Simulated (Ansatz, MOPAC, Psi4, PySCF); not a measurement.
Species: C2H3O, charge 0, multiplicity 2. SMILES: [CH]1CO1
Structure (B3LYP-D3(BJ)/def2-TZVP (Ansatz, a program for electronic structure) minimum search):
```
C
H 1 1.0841
H 1 1.0855 2 116.13
C 1 1.4453 2 119.59 3 -161.77
O 4 1.3627 1 63.15 2 -100.82
H 4 1.0856 5 122.06 1 125.52
```
Charge 0, spin multiplicity 2.

Wanted: size of the dipole moment, in D. Conventions: dispersion terms only where a functional's name holds one; non-relativistic; spin-orbit terms left out; six Cartesian d functions in 6-31G* and its kin unless marked 5d; 6-311+G** with 5d; LANL2DZ all-electron up to Ne; open shells spin-unrestricted. First-principles rows: single points at B3LYP-D3(BJ) geometries (Ansatz). Semi-empirical rows: dipoles at the shared geometry.

```json
[
 {"level": "MNDO", "program": "MOPAC", "size of the dipole moment (D)": "1.87"},
 {"level": "PBE/STO-3G", "program": "Ansatz", "size of the dipole moment (D)": "0.92"},
 {"level": "PBE/LANL2DZ", "program": "Ansatz", "size of the dipole moment (D)": "1.96"},
 {"level": "BP86/def2-SVP", "program": "PySCF", "size of the dipole moment (D)": "1.57"},
 {"level": "BP86/6-31G* (5d)", "program": "PySCF", "size of the dipole moment (D)": "1.56"},
 {"level": "B3LYP/STO-3G", "program": "Ansatz", "size of the dipole moment (D)": "0.98"},
 {"level": "B3LYP/LANL2DZ", "program": "Ansatz", "size of the dipole moment (D)": "2.11"},
 {"level": "wB97X-D/6-31G*", "program": "Psi4", "size of the dipole moment (D)": "1.79"},
 {"level": "wB97X-D/6-311+G**", "program": "Psi4", "size of the dipole moment (D)": "1.89"}
]
```

No value to compare with is used here. The 9 habitual levels span 0.92 (PBE/STO-3G) to 2.11 D (B3LYP/LANL2DZ).

The levels are drawn from those run, B3LYP/6-31G* more often than the rest, none by its result; runs whose electronic state is in doubt are left out.
